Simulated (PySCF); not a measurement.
## NaH: everyday levels beside a composite calculation

PySCF; the state is a singlet (closed shell). The composite is CCSD(T) extrapolated to the basis-set limit from two correlation-consistent sets, with core-valence (CV) and scalar-relativistic (SR) terms as its label shows; it has no spin–orbit coupling and nothing beyond (T). Here it is CCSD(T)/CBS(TQ)+SR. It gives Re = 1.885 Å, ωe = 1170 cm⁻¹ and De = 1.96 eV to Na + H.

| level | basis | relativity | Re (Å) | ωe (cm⁻¹) | De (eV) |
| --- | --- | --- | --- | --- | --- |
| RHF | pcseg-2 | no relativity | 1.917 | 1177 | 0.92 |
| RHF-MP2 | aug-cc-pVDZ | no relativity | 1.899 | 1176 | 1.58 |
| RHF-MP2 | x2c-TZVPPall | spin-free X2C | 1.868 | 1213 | 1.65 |
| RHF-SCS-MP2 | aug-cc-pVDZ | no relativity | 1.899 | 1171 | 1.72 |
| LDA | pcseg-2 | no relativity | 1.876 | 1159 | 2.11 |
| PBEsol | x2c-TZVPPall | spin-free X2C | 1.890 | 1142 | 1.91 |
| r²SCAN | def2-SVPD | no relativity | 1.902 | 1151 | 1.88 |
| r²SCAN | aug-cc-pVDZ | no relativity | 1.900 | 1153 | 1.84 |
| r²SCANh | x2c-TZVPPall | spin-free X2C | 1.894 | 1174 | 1.87 |
| ωB97X-V | x2c-TZVPPall | spin-free X2C | 1.882 | 1200 | 1.97 |

Q: Give the difference of each row from the composite.

A: 

| level | basis | ΔRe (pm) | Δωe (%) | ΔDe (eV) |
| --- | --- | --- | --- | --- |
| RHF | pcseg-2 | +3.2 | +0.6 | -1.04 |
| RHF-MP2 | aug-cc-pVDZ | +1.4 | +0.5 | -0.38 |
| RHF-MP2 | x2c-TZVPPall | -1.7 | +3.7 | -0.31 |
| RHF-SCS-MP2 | aug-cc-pVDZ | +1.4 | +0.1 | -0.24 |
| LDA | pcseg-2 | -0.9 | -0.9 | +0.15 |
| PBEsol | x2c-TZVPPall | +0.5 | -2.4 | -0.05 |
| r²SCAN | def2-SVPD | +1.7 | -1.6 | -0.08 |
| r²SCAN | aug-cc-pVDZ | +1.5 | -1.5 | -0.12 |
| r²SCANh | x2c-TZVPPall | +0.9 | +0.3 | -0.09 |
| ωB97X-V | x2c-TZVPPall | -0.3 | +2.6 | +0.01 |

Q: Which rows come closest in De?

A: ωB97X-V in x2c-TZVPPall (+0.01 eV), counted from the composite.

Measured (Huber and Herzberg, Constants of Diatomic Molecules (1979)): Re = 1.8874 Å, ωe = 1172.2 cm⁻¹; the composite is off by -2.7 mÅ and -2.1 cm⁻¹.

Correlated steps freeze 1 core orbital. Correlated levels converge slowly with the basis: in double zeta they bind strong bonds too weakly, by up to about 1 eV, and carry superposition errors of some tenths. Where the molecule has an RHF reference, its open-shell atoms are computed with UHF.
